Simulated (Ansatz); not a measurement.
# [BH4]− (SMILES [H][B-]([H])([H])[H]) at wB97X/6-31G

Aim: the energy change on altering one bond length of [BH4]− at wB97X/6-31G, from 2 runs. 

The calculation is run with Ansatz 0.2.0.

## (1) Starting point

[BH4]− has 5 atoms, charge -1, and is taken as a singlet. As SMILES, `[H][B-]([H])([H])[H]`. The shape is that of a GFN2-xTB optimisation.

Bond lengths: B1–H2 1.229 Å, B1–H3 1.229 Å, B1–H4 1.229 Å, B1–H5 1.229 Å. Angles: H2–B1–H3 109.5°, H2–B1–H4 109.5°, H2–B1–H5 109.5°, H3–B1–H4 109.5°, H3–B1–H5 109.5°, H4–B1–H5 109.5°.

## (2) A single-point energy at wB97X/6-31G

in.yaml

```yaml
crystal:
  periodic: [false, false, false]
  atoms:
    - symbol: B
      position_ang: [0.000000, -0.000190, -0.000050]
    - symbol: H
      position_ang: [0.011880, -0.020580, 1.229120]
    - symbol: H
      position_ang: [1.154650, 0.011840, -0.420810]
    - symbol: H
      position_ang: [-0.587600, 1.007810, -0.387560]
    - symbol: H
      position_ang: [-0.578930, -0.998880, -0.420690]
basis:
  gaussian:
    orbitals: 6-31G
hamiltonian:
  xc: {name: wB97X}
accuracy: high
magnetization:
  spin_polarized: false
total_charge: -1
```

The run is started by

```console
$ ansatz run in.yaml --threads 1 --pin off --max-ram 2610MiB --events-out events.jsonl --progress --plain --runs-dir runs
```

Output:

```text
Warning: RAYON_NUM_THREADS=1 ignored (pool sized by the plan → 1); use --threads N
Functional definition: wB97X
  name "wB97X"
  parameter omega = 0.3/bohr
  parameter cx = 0.157706
  parameter cx1 = 0.726479
  parameter cx2 = 1.04760
  parameter cx3 = -5.70635
  parameter cx4 = 13.2794
  parameter css1 = -4.33879
  parameter css2 = 18.2308
  parameter css3 = -31.7430
  parameter css4 = 17.2901
  parameter cos1 = 2.37031
  parameter cos2 = -11.3995
  parameter cos3 = 6.58405
  parameter cos4 = -3.78132
  exchange = spin_sum(e_x_unif_sr(omega)*poly(b97_u_x, 1 - cx, cx1, cx2, cx3, cx4)) + cx*exact_x_sr(omega)
      + exact_x_lr(omega)
  correlation = spin_sum(e_c_pw_same_spin*poly(b97_u_same, 1, css1, css2, css3, css4))
      + integral(e_c_pw_opposite_spin*poly(b97_u_opposite, 1, cos1, cos2, cos3, cos4))
413 factors; integrals over basis functions are off by at most 2.7e-9 eV
171 factors; integrals over basis functions are off by at most 9.2e-10 eV
mean field evaluation 1: about -740.5223 eV, gradient 6.3e0 eV
mean field evaluation 2: about -740.7005 eV, gradient 1.7e0 eV
mean field evaluation 4: about -740.7138 eV, gradient 4.1e-2 eV
mean field evaluation 8: about -740.7058 eV, gradient 2.3e-5 eV
mean field -740.70575133 eV, -27.2204342930 hartree, gradient 7.6e-8 eV, S^2 0.000000; 0 other end points of the search recorded, 0 dependent functions left out
reference -740.70574964 eV, -27.2204342309 hartree; 5, 5 occupied and 12, 12 virtual orbitals, 413 factors
Total energy: -740.70574964 eV, -27.2204342309 hartree
```

It took 2.3 s on 1 thread of Arm Neoverse V2, shared host; peak memory 0.18 GiB.

## (3) The distorted shape

job.yaml

```yaml
crystal:
  periodic: [false, false, false]
  atoms:
    - {symbol: B, position_ang: [-0.288635, -0.003197, 0.105130]}
    - {symbol: H, position_ang: [-0.276755, -0.023587, 1.334300]}
    - {symbol: H, position_ang: [1.154650, 0.011840, -0.420810]}
    - {symbol: H, position_ang: [-0.876235, 1.004803, -0.282380]}
    - {symbol: H, position_ang: [-0.867565, -1.001887, -0.315510]}
basis:
  gaussian:
    orbitals: 6-31G
hamiltonian:
  xc: {name: wB97X}
total_charge: -1
accuracy: high
```

The run is started by

```console
$ ansatz run job.yaml --threads 1 --pin off --max-ram 2610MiB --events-out events.jsonl --progress --plain --runs-dir runs
```

Output, shortened:

```text
Warning: RAYON_NUM_THREADS=1 ignored (pool sized by the plan → 1); use --threads N
[... 2 set-up lines as earlier in the session ...]
[...]
      + exact_x_lr(omega)
[...]
      + integral(e_c_pw_opposite_spin*poly(b97_u_opposite, 1, cos1, cos2, cos3, cos4))
414 factors; integrals over basis functions are off by at most 2.4e-9 eV
172 factors; integrals over basis functions are off by at most 1.6e-9 eV
[...]
mean field -740.22083947 eV, -27.2026141109 hartree, gradient 8.5e-8 eV, S^2 0.000000; 0 other end points of the search recorded, 0 dependent functions left out
reference -740.22083776 eV, -27.2026140479 hartree; 5, 5 occupied and 12, 12 virtual orbitals, 414 factors
Total energy: -740.22083776 eV, -27.2026140479 hartree
```

It took 2.3 s on 1 thread of Arm Neoverse V2, shared host; peak memory 0.18 GiB.

## (4) What came out

Level: wB97X/6-31G.

| quantity | value |
| --- | --- |
| first shape: total energy | -27.22043 Eh |
| distorted shape: total energy | -27.20261 Eh |
| energy change with the B1–H3 bond stretched from 1.229 to 1.536 Å | 0.485 eV |

With the B1–H3 bond stretched from 1.229 to 1.536 Å the energy rises by 0.48 eV (11.2 kcal/mol). The first shape isn't relaxed at this level, so the change isn't measured from a minimum.
